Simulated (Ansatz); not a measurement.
For rutile SnO2, r²SCAN (Ansatz, a program for electronic structure, plane waves, PAW) gives:

```
Property                                                     Result
---------------------------------------------------------  --------
band gap at the measured cell (atoms relaxed with PBEsol)   1.93 eV
elastic constant C11                                        254 GPa
elastic constant C44                                       99.5 GPa
Voigt–Reuss–Hill shear modulus                             98.3 GPa
```

### Question
What does PBE0 (Ansatz, plane waves, PAW) give for the same quantities?

### Answer

- band gap at the measured cell (atoms relaxed with PBEsol): 3.73 eV (goes up by 1.80 eV)
- elastic constant C11: 261 GPa (rises by 2.8 %)
- elastic constant C44: 102 GPa (increases by 2.5 %)
- Voigt–Reuss–Hill shear modulus: 101 GPa (rises by 2.7 %)

For comparison: band gap 3.81 eV (measured, zero-point renormalisation of 215 meV (computed, non-adiabatic AHC, without the lattice-expansion part) added back here to the 1.8 K gap of; inputs from Miglio et al. (2020), arXiv:2011.12765); elastic constant C11 262 GPa (measured, temperature not stated, not corrected to a static lattice; as tabulated in Oses et al. (2018), arXiv:1811.08464); elastic constant C44 103 GPa (measured, temperature not stated, not corrected to a static lattice; as tabulated in Oses et al. (2018), arXiv:1811.08464); Voigt–Reuss–Hill shear modulus 102 GPa (measured, temperature not stated, not corrected to a static lattice, Hill average of measured single-crystal constants; as tabulated in Oses et al. (2018), arXiv:1811.08464).

Changes are worked out from the printed values.

Unless a cell is named, each level is at its own relaxed cell.

Spin–orbit coupling is included only where a level's name says +SOC; with heavier elements it mostly lowers gaps and can invert bands. Density-functional gaps are differences of (generalised) Kohn–Sham levels.

Ansatz's density-functional and Hartree–Fock values are scalar-relativistic unless marked +SOC, with PAW data made under PBE.
